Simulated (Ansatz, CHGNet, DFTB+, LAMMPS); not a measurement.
## Ladder of methods for the volume per atom of hcp Ru

Reference value: 13.45 Å³/atom (measured, copied from a table, unchecked, extrapolated to 0 K and zero-point effects removed; as tabulated in Lejaeghere et al. (2013), arXiv:1204.2733).

| level (code) | value (Å³/atom) | error (%) |
|---|---|---|
| Lennard-Jones uff-vdw (LAMMPS) | 16.88 | +26 |
| GFN1-xTB as cut by DFTB+ | 14.24 | +5.9 |
| CHGNet 0.3.0 | 13.96 | +3.8 |
| LDA (Ansatz) | 13.09 | -2.7 |
| PBE (Ansatz) | 13.77 | +2.4 |
| PBE-D3(BJ) (Ansatz) | 13.45 | 0.0 |
| r²SCAN-D4 (Ansatz) | 13.43 | -0.1 |

Leaving aside Lennard-Jones uff-vdw (doubt noted below): Once the reference is moved by up to 2.0 % (a margin picked here for doubts on the reference and the settings) and values within 0.3 % count as equal, the nearest can be PBE-D3(BJ) (0.0 %), r²SCAN-D4 (-0.1 %), PBE (+2.4 %) or LDA (-2.7 %).

Lennard-Jones uff-vdw: this is a force field's van der Waals term alone, without bonds or charges. GFN1-xTB as cut by DFTB+: the method was fitted mainly to molecules. GFN1-xTB as cut by DFTB+: codes differ in how they cut the long-range tail of xTB's charge interaction in a crystal, so the value belongs to this code. Cutoffs and k meshes differ between the levels. Ansatz's density-functional and Hartree–Fock values are scalar-relativistic unless marked +SOC, with PAW data made under PBE.

Machine-learned potentials (CHGNet 0.3.0) are trained on DFT data: a solid inside that data is no test of them.

Differences are worked out from the printed values.

Ansatz is an electronic-structure program.
